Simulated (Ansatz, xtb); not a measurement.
## C4H5N: which of two isomers lies lower

Structure X is `C/C=C/C#N`, a singlet and structure Y is `C=C(C)C#N`, a singlet. Both are isolated molecules in the gas phase, relaxed with r2SCAN-D4/def2-SVP.

Problem. Estimate E(Y) − E(X) at the level CCSD(T)/def2-SVP + ΔMP2/def2-TZVPP.

Solution. CCSD(T)/def2-SVP + ΔMP2/def2-TZVPP gives E(Y) − E(X) = +0.05 kcal/mol, slightly favouring structure X, which is too small a margin to settle the true order.

The same difference at several levels:

| level | geometry | E(Y) − E(X) (kcal/mol) | departure from the last row (kcal/mol) | job, with rough time for the two |
| --- | --- | --- | --- | --- |
| GFN2-xTB | GFN2-xTB | +1.25 | +1.20 | optimisation, 0.1 s |
| HF/STO-3G | GFN2-xTB | +1.14 | +1.09 | single point, 0.24 s |
| r2SCAN-D4/def2-SVP//GFN2-xTB | GFN2-xTB | +1.40 | +1.35 | single point, 3.2 s |
| r2SCAN-D4/def2-SVP | r2SCAN-D4/def2-SVP | +1.38 | +1.34 | optimisation, 29 s |
| HF/def2-SVP | r2SCAN-D4/def2-SVP | +1.17 | +1.13 | part of the CCSD(T) run |
| MP2/def2-SVP | r2SCAN-D4/def2-SVP | +0.15 | +0.10 | part of the CCSD(T) run |
| CCSD(T)/def2-SVP | r2SCAN-D4/def2-SVP | +0.22 | +0.18 | single point |
| CCSD(T)/def2-SVP + ΔMP2/def2-TZVPP | r2SCAN-D4/def2-SVP | +0.05 |  | single point, 23 s |

As drawn, both hold the same kinds of bond in the same numbers.

The largest departure from CCSD(T)/def2-SVP + ΔMP2/def2-TZVPP is that of r2SCAN-D4/def2-SVP//GFN2-xTB, 1.35 kcal/mol. The last row adds to CCSD(T) the change of the MP2 difference between the two basis sets, here −0.18 kcal/mol.

With harmonic frequencies from r2SCAN-D4/def2-SVP (ideal gas, rigid rotor, one conformer each, 298.15 K, 1 atm): on the last row, ΔE + ΔZPE = +0.07, ΔH = 0.00, ΔG = +0.06 kcal/mol.

The correlated steps freeze 5 core orbitals. Run with Ansatz 0.2.0, xtb 6.7.1; the last row on 2 threads of Arm Neoverse V1 on a shared host.
